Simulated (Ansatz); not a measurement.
`CC(C)=CO` + H₂ → `C/C=C/O` + CH₄ at 700 K and 1 bar (hydrogenolysis of a C–C bond).

Computed with Ansatz on PBE0-D4/def2-TZVP structures; ΔE is electronic, products minus reactants. CCSD(T)/CBS adds triple-zeta CCSD(T) − MP2 to the extrapolated MP2 energy (def2 sets, frozen cores). This one scheme is used for every species. Each species was taken in one conformer, which may not be the lowest.

| species | CCSD(T)/CBS energy (Eh) | H − E (kJ/mol) | S (J/(mol·K)) |
| --- | --- | --- | --- |
| `CC(C)=CO` | -232.18051 | 375.3 | 449.5 |
| H₂ | -1.17544 | 46.8 | 155.3 |
| `C/C=C/O` | -192.91632 | 284.2 | 381.1 |
| CH₄ | -40.46206 | 145.9 | 224.0 |

H − E and S are ideal-gas, rigid-rotor, harmonic terms from PBE0-D4/def2-TZVP, for one conformer and one mirror image of each species. For small species the MP2-based limit differs from directly extrapolated CCSD(T) by up to some mEh (0.8 for H₂); such offsets cancel only in part. 1 Eh = 2625.50 kJ/mol, R = 8.31446 J/(mol·K).

Q: By hand: ΔE, ΔH, ΔS and ΔG.

A: ΔE = (-192.91632) + (-40.46206) − (-232.18051) − (-1.17544) = -0.02243 Eh = -58.9 kJ/mol. Δ(H − E) = 284.2 + 145.9 − 375.3 − 46.8 = 8.0, so ΔH = -50.9 kJ/mol. ΔS = 381.1 + 224.0 − 449.5 − 155.3 = 0.3 J/(mol·K). ΔG = -50.9 − 700 × (0.3)/1000 = -51.1 kJ/mol.

Q: By hand: the equilibrium constant, and the temperature at which ΔG would vanish if ΔH and ΔS stayed fixed.

A: log₁₀ K = −ΔG/(RT ln 10) = 3.8. ΔH and −TΔS have one sign here, so there is no such temperature. One of them is within its doubt of zero, so this could turn.

The number of gas molecules stays the same, so ΔS is small and ΔH decides. A doubt of 5 kJ/mol in ΔE shifts log₁₀ K by 0.4 here. Other conformers and mirror images would add mixing entropy, several J/(mol·K) or more a flexible species. These are equilibria of isolated gas molecules and say nothing of rates. Largest T1 diagnostic: 0.011 (customary marks: 0.02 for closed shells, 0.045 for open ones).
